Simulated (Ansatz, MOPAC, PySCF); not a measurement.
Molecule: C2H2Cl (charge 0, doublet). SMILES: ClC=[CH]
Geometry: optimised at B3LYP-D3(BJ)/def2-TZVP (Ansatz, a first-principles code).

Unscaled harmonic wavenumbers (cm⁻¹) in rising order, each level at the stationary point that it reaches from this structure (no distance between atoms moves by over 0.3 Å); the order of modes can differ between levels, and a negative number is imaginary. B3LYP-D3(BJ)/def2-TZVP (PySCF, at the structure above): 346, 645, 664, 787, 837, 1216, 1635, 3194, 3300.

PM3 (MOPAC): 344, 537, 657, 721, 773, 1083, 1656, 3037, 3302. Zero-point energy 17.3 against 18.0 kcal/mol; where all levels lie over 400 cm⁻¹, the wavenumbers are on average 0.940 times those of B3LYP-D3(BJ)/def2-TZVP.

B3LYP/6-31G* (Ansatz): 349, 647, 648, 804, 844, 1241, 1651, 3227, 3321. Zero-point energy 18.2 against 18.0 kcal/mol; where all levels lie over 400 cm⁻¹, the wavenumbers are on average 1.007 times those of B3LYP-D3(BJ)/def2-TZVP.
